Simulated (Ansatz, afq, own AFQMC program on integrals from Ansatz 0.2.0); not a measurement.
Where AFQMC and coupled cluster stand for C2H6GeO2, singlet

```yaml
atoms:
  - { symbol: C, position_ang: [-0.0906, -1.5870, 1.2232] }
  - { symbol: C, position_ang: [-0.2967, -0.5747, 0.1348] }
  - { symbol: O, position_ang: [-1.1254, -0.6608, -0.7425] }
  - { symbol: O, position_ang: [0.5349, 0.4590, 0.2176] }
  - { symbol: Ge, position_ang: [0.2926, 1.7083, -1.1125] }
  - { symbol: H, position_ang: [-0.7999, -2.4135, 1.1057] }
  - { symbol: H, position_ang: [0.9422, -1.9634, 1.1867] }
  - { symbol: H, position_ang: [-0.2238, -1.1073, 2.2039] }
  - { symbol: H, position_ang: [-1.1156, 2.2973, -0.9935] }
  - { symbol: H, position_ang: [1.3734, 2.7303, -0.7349] }
  - { symbol: H, position_ang: [0.5741, 1.0547, -2.4681] }
```

Basis def2-SVP. Noble-gas cores (and the filled d shells of Ga–Kr and In–Xe) are frozen. Ansatz 0.2.0 and our own AFQMC program on the same integrals; the CISD trial comes from CCSD amplitudes, and released means the phaseless constraint is let go. Uncertainties: one standard error, sampling alone. No spin–orbit coupling.

Determinant: RHF, the one that the program's search chose, which needn't be the lowest solution. The geometry is a PBE0/def2-SVP stationary point of this or a neighbouring charge and spin state.

No full CI on the walks' own integrals is used here. The released AFQMC energy serves as the reference, which it does only where one determinant dominates, the energy is flat over the last release times and near the phaseless one (40 meV or 2 meV an electron, half that with transition metals). On small molecules, where full CI could be run and the noise was under 10 meV, such values lay within 10 meV of it in 19 cases of 20, a flattering rate, since the rule was set on those same cases; what remains of the bias isn't in the error bar.

Cautions: no relativity below Rb; no spin-orbit coupling; inner d shell frozen; the released value is read at 0.60 1/Eh with a noise of 16 meV, more than in the cases checked (meV from the phaseless value at times in 1/Eh: -16 ± 15 at 0.20, -18 ± 15 at 0.40, -16 ± 16 at 0.60).

```
T1 diagnostic                               : 0.0153
weight of the determinant in the CISD state : 0.778
size of the correlated space                : 30 electrons in 100 orbitals
```

Reference: AFQMC with the constraint released, correlation energy -21.833 ± 0.016 eV.

```csv
level,E − E(reference) (mEh),share of correlation (%)
HF,802.36 ± 0.57,0.00
MP2,69.29 ± 0.57,91.36
CCSD,26.98 ± 0.57,96.64
CCSD(T),3.57 ± 0.57,99.55
ph-AFQMC/CISD,0.59 ± 0.69,99.93
```

Released energies are given only where the last usable release times agree within the noise; a slower fall can still hide under it.
